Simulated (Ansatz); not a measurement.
C₂H₇NO (`CNCO`), relaxed with RKS PBE0-D4/def2-TZVP in Ansatz 0.2.0 from a PBE-D4/def2-SVP geometry. The force threshold is 0.005 eV/Å; the program also tests the step.

The species carries charge 0 and has multiplicity 1.

Start:

```xyz
11

C     0.813    0.926   -0.760
N     0.105   -0.312   -0.489
C    -0.513   -0.402    0.818
O    -1.367   -1.515    0.887
H     1.232    0.906   -1.786
H     1.654    1.160   -0.057
H     0.105    1.781   -0.712
H     0.717   -1.126   -0.633
H    -1.041    0.573    0.990
H     0.208   -0.528    1.667
H    -1.913   -1.463    0.077
```

| step | energy (eV) | largest force (eV/Å) | largest move (Å) |
| --- | --- | --- | --- |
| 1 | -5720.6402 | 0.612 | 0.000 |
| 2 | -5720.6858 | 0.201 | 0.031 |
| 3 | -5720.6906 | 0.029 | 0.017 |
| 4 | -5720.6908 | 0.014 | 0.005 |
| 5 | -5720.6909 | 0.011 | 0.011 |
| 6 | -5720.6910 | 0.010 | 0.005 |
| 7 | -5720.6910 | 0.002 | 0.004 |

End:

```xyz
11

C     0.812    0.925   -0.748
N     0.089   -0.306   -0.509
C    -0.504   -0.385    0.800
O    -1.343   -1.500    0.894
H     1.251    0.902   -1.747
H     1.619    1.124   -0.026
H     0.118    1.769   -0.711
H     0.692   -1.107   -0.651
H    -1.049    0.557    0.967
H     0.225   -0.498    1.617
H    -1.909   -1.481    0.114
```

Hardware: 2 threads of an Arm Neoverse V1 on a shared host. Wall time 25 s, peak host memory 0.32 GiB.
